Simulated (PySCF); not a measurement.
Gas-phase reaction: 2 BH + 4 Cl ⇌ BH₂Cl + BCl₃

Energies from PySCF (xtb for GFN2), thermal terms from the rigid-rotor harmonic-oscillator model, ideal gas at 1 bar. † marks an energy on the PBE0/def2-TZVP geometry and frequencies; other levels use their own. MP2 and CCSD(T) freeze the core. Open shells (unrestricted): Cl (multiplicity 2); the rest are closed-shell singlets. GFN2 has no spin-polarisation term. Spin-orbit splitting is ignored; it lowers the true energy and changes the entropy of Cl. B3LYP is the form with VWN-RPA correlation. BH₂Cl: computed as isolated molecules; such fragments, hydroxides, amides, oligomers or adducts are transient or little studied in the gas. MP2 isn't extrapolated to the basis-set limit. CCSD(T) isn't extrapolated to the basis-set limit.

```tsv
level	ΔH°(298 K), kJ
B3LYP/def2-TZVP†	?
CCSD(T)/def2-TZVPP†	?
GFN2-xTB	-1917
HF/def2-TZVP†	?
MP2/def2-SVP†	-1901
MP2/def2-TZVPP†	?
PBE/def2-TZVP†	-1960
ωB97M-V/def2-TZVP†	-1897
```

**Question.** Complete the blanks.

**Answer.** 
- B3LYP/def2-TZVP†, ΔH°(298 K), kJ: -1834
- CCSD(T)/def2-TZVPP†, ΔH°(298 K), kJ: -1804
- HF/def2-TZVP†, ΔH°(298 K), kJ: -1479
- MP2/def2-TZVPP†, ΔH°(298 K), kJ: -1941
